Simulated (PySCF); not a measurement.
## EPR parameters of C4H7O

Compound: C₄H₇O (doublet state).
Geometry (PBE0-D3(BJ)/def2-SVP, Å), atoms numbered from 1 in this order:
```xyz
12
C4H7O angstrom
C      1.795    0.247    0.453
O      0.622    0.751   -0.115
C     -0.285   -0.234   -0.461
C     -1.246   -0.718    0.538
C     -1.740    0.166   -0.526
H      2.338   -0.421   -0.244
H      2.443    1.101    0.693
H      1.596   -0.321    1.382
H      0.076   -0.933   -1.234
H     -1.269   -0.596    1.622
H     -2.332   -0.245   -1.353
H     -1.994    1.201   -0.263
```

The hyperfine couplings belong to this conformer and change with its torsions.

Identity: `CO[C@H]1[CH]C1` [radical].

Computed with UKS B3LYP, IGLO-III on C O, pcH-1 on H, non-relativistic, mean-field spin-orbit, GIAO (PySCF 2.14.0). The structure is a single PBE0-D3(BJ)/def2-SVP conformer in the gas phase; no vibrational or solvent corrections. The SCF solution wasn't tested for stability.

```
g1, g2, g3                      : 2.00223, 2.00256, 2.00331
g_iso                           : 2.00270
Form of g                       : rhombic: the two nearest values differ by 30 % of g3 − g1
⟨S²⟩                            : 0.7535 (exact 0.7500)
HOMO–LUMO gap, α and β orbitals : 7.09, 4.89 eV
Total energy                    : -231.82541 Eh
Basis functions                 : 245
```

Isotropic coupling and dipolar principal values T1 to T3, in MHz:

```json
{"atom": "C1", "isotope": "13C", "a_iso": "3.2", "T1": "-0.6", "T2": "-0.5", "T3": "1.1", "Mulliken spin population": "0.00"}
{"atom": "O2", "isotope": "17O", "a_iso": "1.7", "T1": "-14.3", "T2": "6.9", "T3": "7.4", "Mulliken spin population": "0.03"}
{"atom": "C3", "isotope": "13C", "a_iso": "-11.9", "T1": "-4.4", "T2": "0.6", "T3": "3.8", "Mulliken spin population": "-0.01"}
{"atom": "C4", "isotope": "13C", "a_iso": "260.6", "T1": "-72.3", "T2": "-69.3", "T3": "141.6", "Mulliken spin population": "0.95"}
{"atom": "C5", "isotope": "13C", "a_iso": "-22.2", "T1": "-6.5", "T2": "-1.1", "T3": "7.6", "Mulliken spin population": "-0.03"}
{"atom": "H6", "isotope": "1H", "a_iso": "0.3", "T1": "-1.6", "T2": "-1.2", "T3": "2.8", "Mulliken spin population": "0.00"}
{"atom": "H7", "isotope": "1H", "a_iso": "0.5", "T1": "-1.2", "T2": "-1.1", "T3": "2.3", "Mulliken spin population": "0.00"}
{"atom": "H8", "isotope": "1H", "a_iso": "2.9", "T1": "-2.4", "T2": "-2.1", "T3": "4.5", "Mulliken spin population": "0.00"}
{"atom": "H9", "isotope": "1H", "a_iso": "45.7", "T1": "-6.5", "T2": "-2.9", "T3": "9.4", "Mulliken spin population": "0.02"}
{"atom": "H10", "isotope": "1H", "a_iso": "-19.3", "T1": "-32.6", "T2": "-4.1", "T3": "36.8", "Mulliken spin population": "-0.02"}
{"atom": "H11", "isotope": "1H", "a_iso": "101.3", "T1": "-6.7", "T2": "-3.8", "T3": "10.5", "Mulliken spin population": "0.04"}
{"atom": "H12", "isotope": "1H", "a_iso": "66.3", "T1": "-6.1", "T2": "-1.6", "T3": "7.7", "Mulliken spin population": "0.03"}
```

The largest Mulliken spin population is on C4 (+0.95). The angles at C4 add up to 322.9°, so it is pyramidal.

Axes: g3 points within 13° of the C4–H10 bond.

Under fast tumbling the dipolar parts average out, and these isotropic splittings remain: 1 × 1H (H11, I = 1/2, 2 lines) with 3.61 mT, 1 × 1H (H12, I = 1/2, 2 lines) with 2.36 mT, 1 × 1H (H9, I = 1/2, 2 lines) with 1.63 mT, 1 × 1H (H10, I = 1/2, 2 lines) with 0.69 mT and 3 × 1H (H6/H7/H8, I = 1/2, 4 lines) with 0.04 mT.

Nuclei that the bonding pattern makes equivalent are averaged, as if the motion that swaps them (rotation, inversion, ring flip) were fast.

The 13C coupling of C4 (260.6 MHz) shows only in satellite lines or after enrichment, since that isotope makes up about 1.07 % of natural carbon.

On an x86-64 server with one thread, on a shared host, this took 28 s wall.
